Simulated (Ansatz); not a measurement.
# BH₅S: a reaction path by the nudged elastic band

What path joins these two structures, and how high does it climb? Both ends were relaxed at PBE0-D4 in triple zeta. A second band with other settings follows.

Program: Ansatz 0.2.0, Gaussian basis. Level of theory: PBE0-D4/def2-SVP. These are calculated values, not measurements.

## Step 1: Where the work starts

The first end: 7 atoms, charge 0, spin multiplicity 1.

Atoms are counted from 1 here; the program's logs count them from 0.

Bond lengths: B1–S2 1.766 Å, B1–H3 1.190 Å, B1–H4 1.192 Å, S2–H7 1.344 Å, H5–H6 0.747 Å. Angles: S2–B1–H3 121.4°, S2–B1–H4 115.8°, H3–B1–H4 122.7°, B1–S2–H7 99.2°.

As a file:

```xyz
7
BH5S
B     0.10010   -0.16175   -0.91477
S     1.05847    1.29899   -0.65881
H    -1.08466   -0.11677   -1.01893
H     0.71450   -1.18057   -0.97982
H    -0.17566   -0.74858    2.12357
H    -0.68000   -1.29810    2.08980
H     0.06715    2.20689   -0.64104
```

The second end:

```mol
BH5S
  3D, bonds by distance, orders not assigned

  7  6  0  0  0  0  0  0  0  0999 V2000
   -0.3457   -0.7496   -0.2362 B   0  0
    0.6675    0.9456   -0.1946 S   0  0
   -1.0537   -0.5546   -1.1946 H   0  0
    0.5493   -1.5322   -0.4467 H   0  0
    1.3136    0.9019    0.9854 H   0  0
   -0.9027   -0.8513    0.8247 H   0  0
   -0.2284    1.8403    0.2621 H   0  0
  1  2  8  0
  1  3  8  0
  1  4  8  0
  1  6  8  0
  2  5  8  0
  2  7  8  0
M  END
```

## Step 2: The band at PBE0-D4/def2-SVP

File neb/in.yaml:

```yaml
crystal:
  periodic: [false, false, false]
  atoms:
    - {symbol: B, position_ang: [0.100098, -0.161750, -0.914767]}
    - {symbol: S, position_ang: [1.058470, 1.298993, -0.658810]}
    - {symbol: H, position_ang: [-1.084663, -0.116773, -1.018935]}
    - {symbol: H, position_ang: [0.714497, -1.180575, -0.979824]}
    - {symbol: H, position_ang: [-0.175659, -0.748582, 2.123574]}
    - {symbol: H, position_ang: [-0.679998, -1.298098, 2.089797]}
    - {symbol: H, position_ang: [0.067154, 2.206885, -0.641035]}
basis:
  gaussian: {orbitals: def2-SVP}
hamiltonian: {xc: pbe0, dispersion: d4}
neb:
  images: 5
  climbing: true
  max_iterations: 40
  initial_path: idpp
  final_atoms:
    - {symbol: B, position_ang: [-0.345679, -0.749565, -0.236240]}
    - {symbol: S, position_ang: [0.667537, 0.945594, -0.194646]}
    - {symbol: H, position_ang: [-1.053709, -0.554583, -1.194631]}
    - {symbol: H, position_ang: [0.549265, -1.532234, -0.446689]}
    - {symbol: H, position_ang: [1.313613, 0.901850, 0.985441]}
    - {symbol: H, position_ang: [-0.902712, -0.851287, 0.824654]}
    - {symbol: H, position_ang: [-0.228415, 1.840328, 0.262110]}
```

Command:

```bash
$ ansatz run in.yaml --threads 2 --pin off --events-out ev --progress --plain --max-ram 4352MiB
```

## Step 3: The band at Hartree-Fock/def2-TZVP, other settings

neb/in.yaml, as its differences from that of step 2:

```diff
@@ -11,9 +11,9 @@
 basis:
-  gaussian: {orbitals: def2-SVP}
-hamiltonian: {xc: pbe0, dispersion: d4}
+  gaussian: {orbitals: def2-TZVP}
+hamiltonian: {xc: hf}
 neb:
   images: 5
-  climbing: true
-  max_iterations: 40
-  initial_path: idpp
+  climbing: false
+  max_iterations: 60
+  initial_path: linear
   final_atoms:
```

Q: Predict the outcome of this session. Wanted: from earlier runs: barrier over the separately found saddle, CCSD(T)/def2-TZVPP.

The runs gave:

| quantity | value |
| --- | --- |
| PBE0-D4/def2-SVP, 15 iterations | highest 0.747 eV (image 4), last end +0.122 eV |
| Hartree-Fock/def2-TZVP, 13 iterations | highest 1.515 eV (image 3), last end +0.514 eV |
| from earlier runs: barrier over the separately found saddle, CCSD(T)/def2-TZVPP | 1.102 eV |

The highest image lies 0.747 eV above the first end, and it climbed, so it estimates the saddle. The ends are not quite minima at this level (largest force component 0.39 eV/Å), so the heights are unreliable: relaxing the first end would lower it and raise the barrier above it. The highest image is 0.355 eV below the CCSD(T) barrier in triple zeta, which comes from separate runs on the saddle. The second band's highest image lies at 1.515 eV; the levels differ, and it didn't climb, so it lies under its saddle.
